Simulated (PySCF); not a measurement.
Isomers of C6H10. Level of theory: TDDFT B3LYP/def2-SVPD, vertical, gas phase, core orbitals frozen in the response (PySCF 2.14.0, density-fitted response routines). Geometries: GFN2-xTB; one conformer of each isolated species. Triplets are in the Tamm–Dancoff approximation.

A. `C[C@H]1C=CCC1`
B. `C[C@H]1CC12CC2`
C. `C=CC/C=C\C`
D. `C(=C)(C)CC=C`

Lowest singlet levels (six at most, fewer where fewer were computed) with oscillator strengths:

1. 6.08 eV (f 0.089); 6.49 eV (f 0.086); 6.69 eV (f 0.006); 7.06 eV (f 0.017); 7.22 eV (f 0.185); 7.48 eV (f 0.311); T1 4.44 eV
2. 7.15 eV (f 0.008); 7.48 eV (f 0.023); 7.57 eV (f 0.013); 7.66 eV (f 0.021); 7.71 eV (f 0.022); 7.83 eV (f 0.011); T1 7.06 eV
3. 6.39 eV (f 0.021); 6.77 eV (f 0.209); 7.06 eV (f 0.026); 7.22 eV (f 0.039); 7.32 eV (f 0.022); 7.89 eV (f 0.004); T1 4.42 eV
4. 6.08 eV (f 0.196); 6.51 eV (f 0.006); 6.61 eV (f 0.128); 7.05 eV (f 0.008); 7.08 eV (f 0.025); 7.21 eV (f 0.038); T1 4.39 eV

Problem. Match each spectrum to its molecule.

Solution. 1 = D, 2 = B, 3 = A, 4 = C.
- A: S1 at 6.39 eV, HOMO→LUMO+1 (83%), HOMO→LUMO (14%); Löwdin shares by element: HOMO carbon 78% or more (atoms not listed hold the other 22%); LUMO carbon 68% or more (atoms not listed hold the other 32%); HOMO -6.69 and LUMO 0.31 eV.
- B: S1 at 7.15 eV, HOMO→LUMO (98%); Löwdin shares by element: HOMO carbon 70% or more (atoms not listed hold the other 30%); LUMO carbon 43% or more (atoms not listed hold the other 57%); HOMO -7.39 and LUMO 0.64 eV.
- C: S1 at 6.08 eV, HOMO→LUMO (86%); Löwdin shares by element: HOMO carbon 76% or more (atoms not listed hold the other 24%); LUMO carbon 70% or more (atoms not listed hold the other 30%); HOMO -6.82 and LUMO -0.17 eV.
- D: S1 at 6.08 eV, HOMO→LUMO (86%), HOMO→LUMO+2 (9%); Löwdin shares by element: HOMO carbon 81% or more (atoms not listed hold the other 19%); LUMO carbon 68% or more (atoms not listed hold the other 32%); HOMO -7.00 and LUMO -0.29 eV.
C and D have S1 within 0.01 eV of each other; their strongest listed levels stand at 6.08 eV (f 0.196) and 7.48 eV (f 0.311).
